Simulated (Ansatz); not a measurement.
Reaction (SMILES): OO (H2O2) → 2 [OH] (OH)
B3LYP-D3(BJ)/def2-TZVP geometries, fixed; electronic energies without zero-point terms.

Energies in hartree at PBE with Ansatz (a program for electronic structure); the bond dissociation energy is their sum with the coefficients shown, times 627.509 kcal/mol a hartree. All functions are spherical. Open shells are unrestricted. No added dispersion term, no relativity.

| species | coefficient | part | cc-pVDZ | cc-pVTZ | cc-pVQZ |
|---|---|---|---|---|---|
| OO (H2O2) | -1 | PBE | -151.39567 | -151.45702 | -151.47281 |
| [OH] (OH) | +2 | PBE | -75.64513 | -75.67726 | -75.68589 |

### Question
Predict the bond dissociation energy in cc-pV5Z (X = 5): let each PBE step shrink by the ratio of the last two. Compare with the run.

### Answer

- OO (H2O2): steps -0.06135 and -0.01579, ratio 0.257, so PBE -151.47687 (run: -151.47866).
- [OH] (OH): steps -0.03213 and -0.00863, ratio 0.269, so PBE -75.68821 (run: -75.68938).
Predicted 63.03 kcal/mol; the run in cc-pV5Z gives 62.69, a miss of 0.35. Keeping the value in cc-pVQZ, 63.40, would miss by 0.71. All sums are of the energies as printed.
